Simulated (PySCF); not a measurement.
# H2S2: the cost of one run

Program: PySCF 2.14.0. Level of theory: levels as typed in each script, gas phase, geometry from GFN2-xTB. These are calculated values, not measurements.

### Step 1. The system as given

4 atoms, charge 0, spin multiplicity 1.

Bond lengths: S1–S2 2.045 Å, S1–H3 1.340 Å, S2–H4 1.340 Å. Angles: S2–S1–H3 98.1°, S1–S2–H4 98.1°.

Geometry (Å):

```xyz
4
charge 0, multiplicity 1
S     1.02006   -0.07041   -0.05223
S    -1.02006    0.07041   -0.05223
H     1.27708    0.89981    0.83563
H    -1.27708   -0.89981    0.83563
```

### Step 2. Removing and adding an electron (wB97X/def2-tzvp)

Input file input.py:

```python
import numpy as np
from pyscf import gto, scf, dft
from pyscf.scf import atom_ks, atom_hf
from scipy.linalg import block_diag

def solve(mol, dm0=None, hcore=None):
    mf = (dft.UKS if mol.spin else dft.RKS)(mol, xc='wb97x')
    mf.grids.level = 3
    mf = mf.density_fit(auxbasis='def2-universal-jkfit')
    mf.conv_tol, mf.max_cycle = 1e-8, 80
    if hcore is not None:
        mf.get_hcore = lambda *args: hcore
    mf.kernel(dm0)
    if not mf.converged:
        mf = mf.newton().run(mf.mo_coeff, mf.mo_occ, max_cycle=30)
    assert mf.converged, 'SCF not converged'
    return mf

mol = gto.M(atom='''
S      1.02006    -0.07041    -0.05223
S     -1.02006     0.07041    -0.05223
H      1.27708     0.89981     0.83563
H     -1.27708    -0.89981     0.83563
''', basis='def2-tzvp', charge=0, spin=0, verbose=4)
mf = solve(mol)
out = dict(e0=mf.e_tot, dm0=mf.make_rdm1(), c=mf.mo_coeff, occ=mf.mo_occ, eps=mf.mo_energy)
for name, dq, spin in [('cation', 1, 1), ('anion', -1, 1)]:
    ion = mol.copy().set(charge=mol.charge + dq, spin=spin).build()
    mi = solve(ion)
    if spin and dq > 0 and mol.nao < 130:
        c, _, stable, _ = mi.stability(return_status=True)
        if not stable:
            mi = solve(ion, mi.make_rdm1(c, mi.mo_occ))
    print(name, 'vertical energy change / eV', (mi.e_tot - mf.e_tot) * 27.211386)
    out.update({'e_' + name: mi.e_tot, 'dm_' + name: mi.make_rdm1(), 's2_' + name: mi.spin_square()[0], 'eps_' + name: mi.mo_energy, 'occ_' + name: mi.mo_occ})
# spherically averaged free atoms, for the promolecule
atm = atom_ks.get_atm_nrks(mol, xc='wb97x')
pro = block_diag(*[(atm[a[0]][2] * atm[a[0]][3]) @ atm[a[0]][2].T for a in mol._atom])
np.savez('result.npz', pro=pro, **out)
```

On the command line:

```sh
$ OMP_NUM_THREADS=1 python input.py
```

Q: Estimate wall time and peak memory on 1 thread of Arm Neoverse V1, shared host.

About 59 s, with a peak of 0.41 GiB.
